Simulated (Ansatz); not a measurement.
## H2B–Al, singlet along the scale of all distances

Starting geometry (PBE0/def2-TZVP stationary point for this spin, not checked as a minimum):

```yaml
atoms:
  - { symbol: B, position_ang: [0.0000, 0.0000, 1.4848] }
  - { symbol: Al, position_ang: [0.0000, 0.0000, -0.7557] }
  - { symbol: H, position_ang: [0.0000, 1.0050, 2.1514] }
  - { symbol: H, position_ang: [0.0000, -1.0050, 2.1514] }
```

From there all distances are scaled together; atoms are numbered as listed. Energies are in kJ/mol, counted from the starting geometry at the same level. Kohn–Sham curves are unrestricted where that lies lower, except RKS.

Basis 6-31G; Ansatz 0.2.0. Only valence electrons are correlated (noble-gas cores frozen).

Full CI is exact within this basis and frozen core; it isn't the basis-set limit.

| scale of all distances | RKS PBE0 |
| --- | --- |
| 0.872 | 118.7 |
| 1.000 | 0.0 |
| 1.099 | 34.6 |
| 1.322 | 258.3 |
| 1.503 | 465.4 |
| 1.782 | 730.8 |
| 2.018 | 892.7 |
| 2.447 | 1084.0 |

Q: Estimate the full CI curve in 6-31G from this one, knowing how RKS PBE0 errs.

A: The computed full CI values, in kJ/mol from the starting point, and the error of RKS PBE0 against them:
```json
{"scale of all distances": "0.872", "full CI": "131.0", "RKS PBE0 less full CI": "-12.3"}
{"scale of all distances": "1.000", "full CI": "0.0", "RKS PBE0 less full CI": "0.0"}
{"scale of all distances": "1.099", "full CI": "25.9", "RKS PBE0 less full CI": "8.6"}
{"scale of all distances": "1.322", "full CI": "225.6", "RKS PBE0 less full CI": "32.7"}
{"scale of all distances": "1.503", "full CI": "406.7", "RKS PBE0 less full CI": "58.7"}
{"scale of all distances": "1.782", "full CI": "618.0", "RKS PBE0 less full CI": "112.8"}
{"scale of all distances": "2.018", "full CI": "714.9", "RKS PBE0 less full CI": "177.8"}
{"scale of all distances": "2.447", "full CI": "787.3", "RKS PBE0 less full CI": "296.7"}
```

RKS PBE0 keeps both spins in the same orbitals, so it can't give open-shell fragments and ends 296.7 kJ/mol too high at 2.447.

In so small a basis the reference is far from its limit while semilocal and hybrid functionals are nearer theirs, so the functionals' errors here hold much of the reference's basis and frozen-core error, which can add to them or hide them.
